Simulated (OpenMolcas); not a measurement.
**Exact exchange and the electronic atomisation energy of C2H5B**

The species is C2H5B (8 atoms), meant as a singlet with charge 0. As SMILES, `BC=C`. The coordinates come from a PBE0-D4/def2-TZVP relaxation.

The electronic atomisation energy y, in eV, basis 6-311+G(d,p); a is the functional's share of exact exchange. Programs: OpenMolcas 26.06.

| functional | program | a | y (eV) |
| --- | --- | --- | --- |
| r2SCAN | OpenMolcas | 0 | 32.00 |
| PBE | OpenMolcas | 0 | 32.37 |
| B3LYP | OpenMolcas | 0.2 | ? |
| PBE0 | OpenMolcas | 0.25 | 32.02 |
| BHLYP | OpenMolcas | 0.5 | 31.28 |

Task: Fit y = c + s·a to the known rows and predict B3LYP.

Result: 
1. Means of the 4 rows: a = 0.1875, y = 31.918.
2. Σ(Δa)² = 0.17188, Σ(Δa·Δy) = -0.29312, so the slope is -0.29312/0.17188 = -1.7054.
3. Intercept: 31.918 − (-1.7054) × 0.1875 = 32.238. The largest residual of the fit is 0.24.
4. B3LYP: 32.238 + (-1.7054) × 0.2 = 31.90 eV.

The run gave 31.91 eV, so the prediction is off by -0.01 eV, within the largest residual. The rows mix families of semi-local functionals, which the line can't see.
